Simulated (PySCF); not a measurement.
Bonds broken one at a time in the series SiH2Cl-X. Isolated molecules, 0 K electronic values unless said otherwise. One relaxed conformer stands for each flexible species; it need not be the lowest. Strings in code marks are SMILES.

These are B3LYP-D3(BJ)/def2-TZVP in PySCF values and carry that method's errors. B3LYP has the VWN-RPA correlation part, as in Gaussian. 

| species | highest occupied spin orbital (eV) | dipole moment (D) |
|---|---|---|
| whole molecule (`[SiH3]Cl`) | – | 1.32 |
| radical fragment (`[CH3]`) | -6.45 | 0.00 |
| radical fragment (`CC(C)[SiH2]`) | (withheld) | – |
| radical fragment (`[Br]`) | -8.51 | 0.00 |
| whole molecule (`[SiH2](I)Cl`) | – | 1.04 |
| radical fragment (`[CH]=C`) | (withheld) | 0.71 |

Some entries are withheld; supply them.


- radical fragment (`CC(C)[SiH2]`), highest occupied spin orbital (eV): -5.60
- radical fragment (`[CH]=C`), highest occupied spin orbital (eV): -6.60
